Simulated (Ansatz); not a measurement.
C2H4Cl2: where a starting geometry ends

The starting geometry of this gas-phase triplet was optimised with GFN2-xTB as a singlet; its bonds are those of `CC(Cl)Cl`.

```tsv
atom	x (Å)	y (Å)	z (Å)
C	-0.5523	-0.0163	-0.2728
C	-1.3174	-1.0883	-1.0130
Cl	-2.9128	-1.3504	-0.2612
Cl	-1.5488	-0.6268	-2.7195
H	-0.4073	-0.3188	0.7617
H	-1.0992	0.9230	-0.2931
H	0.4182	0.1296	-0.7415
H	-0.8029	-2.0514	-1.0111
```

Problem. Where would you expect an optimisation with PBE0-D3(BJ)/def2-SVP to take it?

Solution. It falls apart into C2H4Cl + Cl. Contacts that open: C2–Cl3 (1.78 → 3.57 Å).

The energy falls by 3.75 eV over 27 steps:

```json
{"step": "1", "E − E(last) (eV)": "3.747"}
{"step": "4", "E − E(last) (eV)": "1.414"}
{"step": "7", "E − E(last) (eV)": "0.136"}
{"step": "10", "E − E(last) (eV)": "0.087"}
{"step": "13", "E − E(last) (eV)": "0.071"}
{"step": "15", "E − E(last) (eV)": "0.060"}
{"step": "18", "E − E(last) (eV)": "0.023"}
{"step": "21", "E − E(last) (eV)": "0.003"}
{"step": "24", "E − E(last) (eV)": "0.000"}
{"step": "27", "E − E(last) (eV)": "0.000"}
```

Final geometry (Å):

| atom | x (Å) | y (Å) | z (Å) |
| --- | --- | --- | --- |
| C | -0.5223 | -0.1699 | -0.1769 |
| C | -0.6153 | -1.3562 | -1.0490 |
| Cl | -3.8261 | 0.2092 | -1.0583 |
| Cl | -2.0169 | -1.6021 | -2.0211 |
| H | 0.3496 | -0.2689 | 0.4861 |
| H | -1.4316 | -0.0492 | 0.4320 |
| H | -0.4046 | 0.7652 | -0.7581 |
| H | 0.2447 | -1.9276 | -1.4052 |

The end wasn't checked by frequencies. Open shells are spin-unrestricted. The triplet needn't be the ground state. Run with Ansatz 0.2.0, 110 s on 2 threads of AMD EPYC 7R43 64-Core Processor (Zen 3), with other jobs on the host.
